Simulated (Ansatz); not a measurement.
# Si₂H₆ (singlet): the correlation ladder, cc-pVTZ

The task here is to estimate one member of a computed series from the others.

The runs use Ansatz 0.2.0, Gaussian basis; cc-pVTZ, core rule «outside noble gas», up to 10 orbitals frozen.

The runs, in order: UHF; CCSD(T) on RHF; BCCD(T) on RHF; CCSDT(Q) on RHF.

**The system**

The geometry is a PBE0/def2-TZVP stationary point (not a proven minimum).

8 atoms, charge 0, spin multiplicity 1.

Atoms are counted from 1 here; the program's logs count them from 0.

Bond lengths: Si1–Si2 2.340 Å, Si1–H3 1.488 Å, Si1–H4 1.488 Å, Si1–H5 1.488 Å, Si2–H6 1.488 Å, Si2–H7 1.488 Å, Si2–H8 1.488 Å. Angles: Si2–Si1–H3 110.3°, Si2–Si1–H4 110.3°, Si2–Si1–H5 110.3°, H3–Si1–H4 108.6°, H3–Si1–H5 108.6°, H4–Si1–H5 108.6°, Si1–Si2–H6 110.3°, Si1–Si2–H7 110.3°, Si1–Si2–H8 110.3°, H6–Si2–H7 108.6°, H6–Si2–H8 108.6°, H7–Si2–H8 108.6°.

Geometry (Å):

```tsv
atom	x (Å)	y (Å)	z (Å)
Si1	-1.1701	-0.0047	-0.0001
Si2	1.1701	0.0047	0.0001
H3	-1.6920	1.3883	0.0086
H4	-1.6836	-0.7120	1.2037
H5	-1.6834	-0.6968	-1.2128
H6	1.6920	-1.3883	-0.0086
H7	1.6834	0.6968	1.2128
H8	1.6836	0.7120	-1.2037
```

Set-up of the first run:

File in.yaml:

```yaml
crystal:
  periodic: [false, false, false]
  atoms:
    - {symbol: Si, position_ang: [-1.170100, -0.004737, -0.000105]}
    - {symbol: Si, position_ang: [1.170100, 0.004737, 0.000105]}
    - {symbol: H, position_ang: [-1.691983, 1.388317, 0.008571]}
    - {symbol: H, position_ang: [-1.683587, -0.711953, 1.203728]}
    - {symbol: H, position_ang: [-1.683432, -0.696845, -1.212752]}
    - {symbol: H, position_ang: [1.691983, -1.388317, -0.008571]}
    - {symbol: H, position_ang: [1.683432, 0.696845, 1.212752]}
    - {symbol: H, position_ang: [1.683587, 0.711953, -1.203728]}
basis:
  gaussian: {orbitals: cc-pVTZ}
magnetization: {spin_polarized: true, initial_magnetization: 0}
hamiltonian: {xc: hf}
output: {orbitals: {seedname: orbitals}}
```

On the command line:

```console
$ ansatz run in.yaml --threads 1 --pin off --events-out ev --progress --plain --max-ram 4096MiB --backend cpu
```

Steps of the session up to this table: UHF; CCSD(T) on RHF; BCCD(T) on RHF; CCSDT(Q) on RHF.

One of the session's tables, all rows but one given; the rest of the session is left out.

It belongs to the step «Misses and costs». 

| method | from RCCSDT(Q) (meV) |
| --- | --- |
| RHF | +8868.6 |
| RMP2 | +1671.4 |
| RCCSD | +303.1 |
| RCCSD(T) | ? |
| BCCD(T) | +47.4 |
| RCCSDT | +9.6 |
| RCCSDT(Q) | 0 |

Q: Estimate the row for RCCSD(T) from the others.

As computed: from RCCSDT(Q) (meV): +49.0. In the column «from RCCSDT(Q) (meV)» it lies between BCCD(T) (+47.4) and RCCSD (+303.1).

With the free atoms at the same levels and basis (separate runs), the atomisation energy is 22.582 eV at RCCSDT(Q), 22.577 eV at RCCSD(T), 17.931 eV at RHF.
